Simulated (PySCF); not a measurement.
Frontier orbitals and the lowest excitations

C2H4O2P2.
Atom-mapped SMILES: `[H]/[P:6]=[P:5]\[C:3]([O:2][CH3:1])=[O:4]` (hydrogens: H7, H8, H9 on C1; H10 on P6)

Geometry (GFN2-xTB, Å), atoms numbered from 1 in this order:
```
atom  x, y, z in Å
C1    -1.8669    0.0777    0.4298
O2    -0.7627    0.0941   -0.4681
C3     0.4453   -0.0055    0.0616
O4     0.6907   -0.1084    1.2371
P5     1.6615    0.0437   -1.3386
P6     3.4154   -0.1230   -0.3290
H7    -1.8794   -0.8585    0.9912
H8    -1.7914    0.9103    1.1316
H9    -2.7599    0.1708   -0.1822
H10    2.8565   -0.1965    0.9592
```

Method used: TDDFT B3LYP/def2-SVPD, vertical, gas phase, core orbitals frozen in the response (PySCF).

Frontier orbitals with the atoms that hold most of them (Löwdin shares over 4%, at most four atoms; ? is withheld):

```
orbital  ε (eV)                            atoms
 LUMO+2    0.14  P5 30%, P6 29%, C3 11%, H10 10%
 LUMO+1   -0.12   C3 33%, O4 26%, P5 20%, O2 12%
   LUMO       ?                                ?
   HOMO   -7.45    P5 48%, O4 28%, P6 12%, C3 6%
 HOMO-1   -7.54                                ?
 HOMO-2   -8.00   P6 61%, P5 13%, H10 10%, C3 8%
 HOMO-3   -8.78   O4 34%, P5 23%, P6 19%, H10 9%
```

(1) Which atoms hold the HOMO-1, and with what shares?

(2) Which atoms hold the LUMO, and with what shares?

(3) What is the LUMO energy, and the HOMO–LUMO gap?

## Answers

(1) P5 (bonded to C and P) 42%; P6 (bonded to P and H) 41%; C3 (bonded to 2 O and P) 7%; O4 (bonded to C) 4%. By element: phosphorus 83%, carbon 7% or more, oxygen 4% or more.

(2) P6 (bonded to P and H) 44%; P5 (bonded to C and P) 33%; C3 (bonded to 2 O and P) 9%; H10 (bonded to P) 5%. By element: phosphorus 77%, carbon 9% or more, hydrogen 5% or more.

(3) ε(LUMO) = -3.34 eV; the gap is 4.11 eV (0.1510 hartree).

The HOMO–LUMO gap is 4.11 eV. Where does the response calculation put the lowest singlet, and from which orbitals?

S1 is at 2.97 eV (f = 0.0003), 1.14 eV below the gap, made of HOMO→LUMO (99%). 

Give energy, strength and leading configuration of S1, S2, S3 and S6, and follow the Löwdin shares of the leading atoms from the occupied to the empty orbital.

- S1 (2.97 eV, f 0.0003), HOMO→LUMO (99%): P5 48% → 33%, O4 28% → at most 6%, P6 12% → 44%
- S2 (3.62 eV, f 0.0058), HOMO-2→LUMO (99%): P6 61% → 44%, P5 13% → 33%
- S3 (4.20 eV, f 0.131), HOMO-1→LUMO (93%): P5 42% → 33%, P6 41% → 44%
- S6 (5.95 eV, f 0.0025), HOMO→LUMO+1 (86%): P5 48% → 20%, O4 28% → 26%, C3 6% → 33%

Löwdin shares depend on the basis, the more so with diffuse functions.

One conformer stands for the species.
